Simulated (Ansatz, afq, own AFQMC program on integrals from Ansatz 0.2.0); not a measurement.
## Al₂H₂, singlet: a scan with AFQMC

```yaml
atoms:
  - { symbol: Al, position_ang: [0.0000, 0.0925, 1.2647] }
  - { symbol: Al, position_ang: [0.0000, -0.0193, -1.3669] }
  - { symbol: H, position_ang: [0.0000, -0.6882, 2.6804] }
  - { symbol: H, position_ang: [0.0000, -1.2711, 0.0548] }
```

The Al1–H3 distance is changed with both sides rigid. Energies in kcal/mol count from this geometry (1.617 Å) at the same level; the start stands on RHF, each point on the determinant named.

Basis cc-pVDZ. Only valence electrons are correlated. AFQMC by an in-house program on the Cholesky factors that Ansatz 0.2.0 writes for its CCSD(T) run. The CISD trial takes its coefficients from CCSD amplitudes. Released means that phaseless walkers are propagated on without the constraint, phases kept. Uncertainties: one standard error, sampling alone.

Cautions, each for one point or more: CCSDT(Q) on the RHF determinant differs, by its state or its frozen core; an unrestricted solution with more broken spin lies lower, while this determinant keeps restricted orbitals; higher spins were not checked; raised T1 diagnostic; released walk and highest rung disagree; restricted determinant unstable towards unrestricted; strong correlation; unrestricted determinant spin contaminated; walk and cluster series may follow different spin states.

```
r(Al1–H3) / Å   det.     T1  weight  ⟨S²⟩  wB97M-V  B2PLYP  CCSD(T)
        1.478    RHF  0.016    0.85  pure      3.1     3.1      3.2
        1.759    UHF  0.018    0.85  0.00      2.2     2.2      2.2
        2.199    UHF  0.024    0.83  0.00     22.4    22.4     21.8
        2.957   RHF¶  0.061    0.73  pure    57.5§   54.3§     50.7
        4.345  UHF‡¶  0.033    0.85  1.09    66.6§   62.7§     61.6
```

Task: Estimate the curve of CCSDT(Q), counted from the same start.

Result: 
```csv
r(Al1–H3) / Å,det.,T1,weight,⟨S²⟩,CCSDT(Q),ph-AFQMC/CISD,released AFQMC
1.478,RHF,0.016,0.85,pure,3.2,3.2 ± 0.3,3.7 ± 0.4*
1.759,UHF,0.018,0.85,0.00,2.1,2.5 ± 0.3,2.4 ± 0.3*
2.199,UHF,0.024,0.83,0.00,21.6,22.0 ± 0.4,22.1 ± 0.4*
2.957,RHF¶,0.061,0.73,pure,50.1,52.3 ± 0.5,52.5 ± 0.6*
4.345,UHF‡¶,0.033,0.85,1.09,61.6,60.9 ± 0.3,61.4 ± 0.4*
```

Weight is that of the determinant in the CISD state; at the start T1 is 0.017 and the weight 0.85. ¶ marks points with a poor determinant and no full CI, where no value is sure; they don't count among the departures. An asterisk marks released energies that aren't shown to be converged. A double dagger marks points where the walks on two determinants ended up to 7.4 kcal/mol apart; the lower is shown. § marks a functional whose ⟨S²⟩ is too high by over 0.1. Largest departures from CCSDT(Q), at the points where its series has closed: CCSD(T) 0.3 kcal/mol at 2.199 (on UHF), ph-AFQMC/CISD 0.4 kcal/mol at 2.199 (on UHF) (within the noise), wB97M-V 0.9 kcal/mol at 2.199, B2PLYP 0.8 kcal/mol at 2.199. Functionals count only at points shown to share the start's state and spin. In this small basis the wave-function levels are far from their limit, so their gap to the functionals isn't the functionals' error.

A walk keeps the symmetry of its determinant, which the program's search chose and which needn't be the lowest solution, so a lower state of the same spin and another symmetry isn't excluded.
